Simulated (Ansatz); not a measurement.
# C4H2O2, SMILES O=c1ccc1=O: a single point from an input written key by key

Computed with the Ansatz DFT code, driven from Python.

Run as a notebook:

**Cell 1**
```python
import ansatz as az
import numpy as np
import pandas as pd

DECK = '''
crystal:
  periodic: [false, false, false]
  atoms:
    - { symbol: O, position_ang: [2.1665, -0.425, 0.3603] }
    - { symbol: C, position_ang: [0.9971, -0.2207, 0.1642] }
    - { symbol: C, position_ang: [-0.2282, -0.9811, -0.101] }
    - { symbol: C, position_ang: [-0.988, 0.1436, -0.1674] }
    - { symbol: C, position_ang: [0.1605, 1.0177, 0.0911] }
    - { symbol: O, position_ang: [0.399, 2.1915, 0.2057] }
    - { symbol: H, position_ang: [-0.46, -2.0375, -0.2071] }
    - { symbol: H, position_ang: [-2.0467, 0.3114, -0.3459] }
basis:
  gaussian:
    orbitals: def2-SVP
    point_charges: [{ charge: 1.0, position_ang: [0.0, 0.0, 3.86] }]
correlation:
  method: mp2
output:
  forces: true
'''
```

**Cell 2**
```python
session = az.Session.from_yaml(DECK)
r = session.plan(threads=1).execute().report

for key in ('converged', 'free_energy_ev', 'reference_energy_ev', 'n_frozen', 'n_occupied', 'n_virtual'):
    print(f'{key:22s} {r[key]}')
symbols = ['O', 'C', 'C', 'C', 'C', 'O', 'H', 'H']
print('correlation energy', round(r['free_energy_ev'] - r['reference_energy_ev'], 5), 'eV')
cluster = r['correlation'].get('coupled_cluster')
if cluster:
    print('cycles', cluster['cycles'], ' T1 diagnostic', round(cluster['t1_diagnostic'], 4), ' largest double', round(cluster['largest_double'], 4))
```
Output:
```text
converged              True
free_energy_ev         -8242.53797173679
reference_energy_ev    -8219.18687706656
n_frozen               6
n_occupied             [15, 15]
n_virtual              [73, 73]
correlation energy -23.35109 eV
```

**Cell 3**
```python
forces = np.array(r['forces_ev_ang'])
print('largest force', round(float(np.linalg.norm(forces, axis=1).max()), 4), 'eV/A, rms', round(float(np.sqrt((forces ** 2).mean())), 4))
charges = r['charge_distribution']
table = pd.DataFrame({'atom': symbols, 'mulliken': charges['mulliken_charges_e'], 'lowdin': charges['lowdin_charges_e']})
print(table.round(3).to_string())
print('dipole (e A):', np.round(charges['dipole_moment_e_ang'], 4) + 0.0)
```
Output:
```text
largest force 2.1003 eV/A, rms 0.7686
  atom  mulliken  lowdin
0    O    -0.137   0.126
1    C     0.101  -0.202
2    C    -0.067   0.031
3    C    -0.058   0.038
4    C     0.111  -0.200
5    O    -0.134   0.130
6    H     0.091   0.038
7    H     0.093   0.039
dipole (e A): [-0.7418 -0.5003 -0.3388]
```

These settings explore the input space; basis and method may be short of convergence. The geometry is a force-field or estimated start, not a minimum of this method, and the basis set is short of its limit. The Löwdin charges here are taken after orthogonalising the functions within each atom; they differ from plain Löwdin charges, and their signs can be unphysical. The orbitals are restricted, and with so small a gap a broken-symmetry state can lie lower. Wall time of the script: 3.9 s on 1 thread of Arm Neoverse V1, with other jobs on the host, peak memory 0.29 GiB.

(Lines on the test bed's own set-up are left out of the output.)
